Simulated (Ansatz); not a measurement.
Consider the hydrogen abstraction from the N–H bond: `BNB` + `[SiH3]`• → `B[N]B`• + SiH₄.

Isolated molecules relaxed with PBE0-D4/def2-TZVP in Ansatz; ΔE leaves out vibrations. CBS: MP2 limit from def2 TZ/QZ plus the TZ coupled-cluster correction, frozen cores. This one scheme is used for every species. Functionals use def2-TZVPP. B3LYP here is the variant with VWN-RPA as its local correlation; programs differ in this. HSE06 is defined as in plane-wave codes. No spin–orbit coupling; open shells (•) take unrestricted orbitals.

`BNB`:

```xyz
8

B    -0.202    1.134    0.537
N     0.491    0.015    0.012
B    -0.106   -1.143   -0.544
H    -1.396    1.124    0.521
H     0.418    2.056    0.980
H     1.501    0.047    0.035
H     0.591   -2.024   -0.956
H    -1.297   -1.207   -0.585
```

`[SiH3]`•:

```xyz
4

Si   -0.135   -0.237    0.198
H     1.341   -0.403    0.241
H    -0.545    1.086    0.736
H    -0.661   -0.446   -1.176
```

`B[N]B`•:

Cartesian coordinates in Å:
```
B -0.117 0.735 1.144
N 0.007 0.001 0.000
B 0.119 -0.735 -1.143
H 0.834 0.893 1.863
H -1.179 1.223 1.429
H -0.842 -0.895 -1.849
H 1.177 -1.222 -1.444
```

SiH₄:

Z-matrix (Å, degrees):
```
Si
H 1 1.485
H 1 1.485 2 109.5
H 1 1.485 2 109.5 3 -120.0
H 1 1.485 2 109.5 3 120.0
```

```json
{"level": "LDA (SPW92)", "ΔE (kJ/mol)": "44.1", "difference from CCSD(T)/CBS": "-17.9"}
{"level": "BLYP-D4", "ΔE (kJ/mol)": "25.6", "difference from CCSD(T)/CBS": "-36.4"}
{"level": "B3LYP-D4", "ΔE (kJ/mol)": "36.7", "difference from CCSD(T)/CBS": "-25.3"}
{"level": "BHLYP-D4", "ΔE (kJ/mol)": "42.7", "difference from CCSD(T)/CBS": "-19.3"}
{"level": "CAM-B3LYP-D4", "ΔE (kJ/mol)": "44.2", "difference from CCSD(T)/CBS": "-17.8"}
{"level": "revPBE", "ΔE (kJ/mol)": "35.3", "difference from CCSD(T)/CBS": "-26.7"}
{"level": "r2SCAN", "ΔE (kJ/mol)": "36.1", "difference from CCSD(T)/CBS": "-25.9"}
{"level": "r2SCANh", "ΔE (kJ/mol)": "40.3", "difference from CCSD(T)/CBS": "-21.7"}
{"level": "HSE06", "ΔE (kJ/mol)": "49.8", "difference from CCSD(T)/CBS": "-12.2"}
{"level": "BHLYP", "ΔE (kJ/mol)": "41.8", "difference from CCSD(T)/CBS": "-20.2"}
{"level": "MP2/def2-SVP", "ΔE (kJ/mol)": "85.0", "difference from CCSD(T)/CBS": "23.0"}
{"level": "MP2/def2-TZVPP", "ΔE (kJ/mol)": "88.8", "difference from CCSD(T)/CBS": "26.8"}
{"level": "CCSD/def2-TZVPP", "ΔE (kJ/mol)": "60.6", "difference from CCSD(T)/CBS": "-1.4"}
{"level": "MP2/def2-QZVPP", "ΔE (kJ/mol)": "89.0", "difference from CCSD(T)/CBS": "27.0"}
{"level": "SCS-MP2/def2-QZVPP", "ΔE (kJ/mol)": "78.9", "difference from CCSD(T)/CBS": "16.9"}
{"level": "HF/CBS(def2)", "ΔE (kJ/mol)": "38.7", "difference from CCSD(T)/CBS": "-23.3"}
{"level": "CCSD(T)/CBS", "ΔE (kJ/mol)": "62.0", "difference from CCSD(T)/CBS": "0"}
```

Largest T1 diagnostic among the species: 0.024.

In def2-TZVPP, CCSD(T) changes the Hartree–Fock value by +22.5 kJ/mol (the triples alone add +0.9 kJ/mol) and MP2 by +49.8 kJ/mol. Leaving LDA and LC-ωPBE aside and taking each functional with its dispersion term where it has one, the values, not all of them listed here, spread over 40.5 kJ/mol, from BLYP-D4 to PBE-QIDH. LDA lies +6.2 kJ/mol from PBE without D4.
